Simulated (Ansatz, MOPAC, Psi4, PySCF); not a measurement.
System: C2HO (charge 0, doublet). SMILES: O=C=[CH]
Structure (B3LYP-D3(BJ)/def2-TZVP (Ansatz, an electronic-structure program) minimum search):
```xyz
4

C      0.2424    -0.1985    -1.2225
C     -0.0383    -0.0128     0.0205
H     -0.2306    -0.6396    -2.0763
O     -0.1243     0.2384     1.1610
```
Charge 0, spin multiplicity 2.

Wanted: size of the dipole moment, in D. Conventions: six Cartesian d functions in 6-31G* and its kin unless marked 5d; UHF or UKS for open shells; non-relativistic; 6-311+G** with 5d; no spin-orbit coupling; no dispersion term unless named. Ab initio and DFT rows: single points at B3LYP-D3(BJ) geometries (Ansatz). Semi-empirical rows: dipoles at the shared geometry.

```json
[
 {"level": "MNDO", "program": "MOPAC", "size of the dipole moment (D)": "1.49"},
 {"level": "SVWN5/6-31G*", "program": "Ansatz", "size of the dipole moment (D)": "1.66"},
 {"level": "B3LYP/STO-3G", "program": "Ansatz", "size of the dipole moment (D)": "1.04"},
 {"level": "B3LYP/3-21G", "program": "Ansatz", "size of the dipole moment (D)": "1.71"},
 {"level": "B3LYP/6-31G*", "program": "Ansatz", "size of the dipole moment (D)": "1.72"},
 {"level": "M06-2X/6-31G* (5d)", "program": "PySCF", "size of the dipole moment (D)": "1.84"},
 {"level": "wB97X-D/6-311+G**", "program": "Psi4", "size of the dipole moment (D)": "1.87"}
]
```

No value to compare with is used here. The 7 habitual levels span 1.04 (B3LYP/STO-3G) to 1.87 D (wB97X-D/6-311+G**).

The levels are drawn from those run, B3LYP/6-31G* more often than the rest, none by its result; runs whose electronic state is in doubt are left out.
